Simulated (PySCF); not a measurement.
# Proton affinity of trimethylphosphine oxide, site by site

Parent: trimethylphosphine oxide, `CP(C)(C)=O` (C3H9OP). Non-hydrogen atoms are numbered in `[CH3:1][P:2]([CH3:3])([CH3:4])=[O:5]`.

These are calculated values, ωB97X-D3(BJ)/def2-TZVP in PySCF (grid level 2) at geometries from PBE0-D3(BJ)/def2-SVP. ωB97X-D3(BJ) is ωB97X-V with D3(BJ) in place of VV10. Zero-point and thermal terms (298.15 K, 1 bar) come from unscaled PBE0-D3(BJ)/def2-SVP harmonic frequencies, with soft modes damped to free rotors in the entropy.

```jsonl
{"site": "O5 (oxygen on the pnictogen)", "product": "CP(C)(C)=[OH+]", "PA / eV": "9.72", "GB / eV": "9.43"}
```

PA is −ΔH and GB is −ΔG of B + H⁺ → BH⁺ in the gas phase. Sites whose products fell apart, merged with another or lost in a GFN2-xTB screen aren't listed.

Proton affinity (−ΔH), Gas-phase basicity (−ΔG): the gap is larger than usual, and may come from another state, site, conformer or species, from the functional or basis, or from an outlying measurement.

Measured values (NIST Chemistry WebBook, evaluated or the median of agreeing entries): proton affinity (−ΔH) 910 kJ/mol (computed 938, difference 28); gas-phase basicity (−ΔG) 880 kJ/mol (computed 910, difference 30).

Run with `OMP_NUM_THREADS=1 python redox_run.py task.json out` on 1 thread of Arm Neoverse V2, a shared host. Structures, frequencies and single points: 9.8 min of wall time.
